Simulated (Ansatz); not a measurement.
`NC(=O)C=O` + H₂ → `O=CC=O` + NH₃ at 500 K and 1 bar (hydrogenolysis of a C–N bond).

Isolated molecules relaxed with PBE0-D4/def2-TZVP in Ansatz; ΔE leaves out vibrations. CBS: MP2 limit from def2 TZ/QZ plus the TZ coupled-cluster correction, frozen cores. This one scheme is used for every species. One conformer a species, not always the lowest.

```
    species  CCSD(T)/CBS energy (Eh)  H − E (kJ/mol)  S (J/(mol·K))
`NC(=O)C=O`               -282.94707           181.1          348.3
         H₂                 -1.17544            41.0          145.5
   `O=CC=O`               -227.60469           124.9          306.7
        NH₃                -56.50880           108.2          211.8
```

H − E and S are ideal-gas, rigid-rotor, harmonic terms from PBE0-D4/def2-TZVP, for one conformer and one mirror image of each species. The MP2-based limit puts H₂ 0.8 mEh under its directly extrapolated value; such offsets cancel only in part. 1 Eh = 2625.50 kJ/mol, R = 8.31446 J/(mol·K).

**Question.** By hand: ΔE, ΔH, ΔS and ΔG.

**Answer.** ΔE = (-227.60469) + (-56.50880) − (-282.94707) − (-1.17544) = 0.00902 Eh = 23.7 kJ/mol. Δ(H − E) = 124.9 + 108.2 − 181.1 − 41.0 = 11.0, so ΔH = 34.7 kJ/mol. ΔS = 306.7 + 211.8 − 348.3 − 145.5 = 24.7 J/(mol·K). ΔG = 34.7 − 500 × (24.7)/1000 = 22.4 kJ/mol.

**Question.** By hand: the equilibrium constant, and the temperature at which ΔG would vanish if ΔH and ΔS stayed fixed.

**Answer.** log₁₀ K = −ΔG/(RT ln 10) = -2.3. ΔG = 0 at ΔH/ΔS = 1405 K.

TΔS isn't small against ΔH here. A doubt of 5 kJ/mol in ΔE shifts log₁₀ K by 0.5 here. Other conformers and mirror images would add mixing entropy, several J/(mol·K) or more a flexible species. These are equilibria of isolated gas molecules and say nothing of rates. Largest T1 diagnostic: 0.016 (customary marks: 0.02 for closed shells, 0.045 for open ones).
